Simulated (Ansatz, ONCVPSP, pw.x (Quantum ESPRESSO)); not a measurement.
**From atom to crystal: ONCV potential for silicon**

- Element: Si (Z = 14)
- Generator: ONCVPSP 4.0.1.1 (patched build)
- Type: optimised norm-conserving Vanderbilt (ONCV)
- Functional: LDA (Perdew-Wang 92)
- Relativity: scalar-relativistic
- Frozen core: [Ne]
- Valence charge: 4
- Reference configuration: 3s2 3p2
- Partial waves: 3s: rc 1.65 bohr, ncon 4, nbas 8, qcut 3.1 1/bohr, 1 projector; 3p: rc 1.55 bohr, ncon 3, nbas 6, qcut 5 1/bohr, 2 projectors, debl 2.3 Ha
- Local potential: polynomial inside 1.55 bohr (lpopt 5, dvloc0 2 Ha)
- Core correction: polynomial model core, fcfact 0.55

Atomic tests: cutoffs needed: 25 Ha and 58 Ha (the cutoffs (Ha) at which the residual kinetic energy of the hardest occupied pseudo-wave falls to 1 and 0.1 mHa per electron); ghost test: no bound ghost flagged; no localised positive-energy state flagged; largest excitation error: +64 meV (all-electron minus pseudo) for 3s1 3p0, out of 4 test configurations.

Crystal test: diamond Si in pw.x 7.5, no spin, 9³ k-points, Fermi–Dirac smearing 0.01 Ry, cutoffs 135/540 Ry. The reference is all-electron LAPW (Ansatz 0.2.0) with the same functional, mesh and smearing; V0 and B0 come from Birch–Murnaghan fits to the pressures at five volumes. Errors are pseudo minus all-electron; Δ is the rms difference of the E(V) curves that follow from these fits, minima aligned, over ±6 % about the mean V0. Mesh and smearing are coarse, so the numbers serve the comparison and aren't converged zero-temperature values; the lattice is a test structure that the element need not adopt.

All-electron: a0 = 5.400 Å (V0 = 19.69 Å³/atom), B0 = 96.2 GPa.

Q: How far does the potential miss the all-electron equation of state?

A: mean pressure error (GPa): +2.63; a0 (Å): 5.449; a0 error (%): +0.90; B0 error (%): -4.1; Δ (meV/atom): 11.0. This is a poor potential for the solid.

| V (Å³/atom) | P all-electron (GPa) | P pseudo (GPa) |
| --- | --- | --- |
| 18.709 | 5.46 | 8.46 |
| 19.202 | 2.53 | 5.33 |
| 19.694 | -0.03 | 2.58 |
| 20.186 | -2.29 | 0.16 |
| 20.679 | -4.26 | -1.96 |

Q: At the middle volume, how do free energy and pressure move when the wave cutoff is lowered (ecutrho kept at four times it)?

A:

| cutoff (Ry) | shift of F (meV/atom) | shift of P (GPa) |
| --- | --- | --- |
| 61 | +30.2 | -0.26 |
| 81 | +22.9 | -0.01 |
| 108 | +8.7 | -0.27 |

The run at the middle volume (35 k-points, 7 iterations) took about 69 s on one core of a shared host (Neoverse-N1, 64 threads, 124 GiB, load 48).
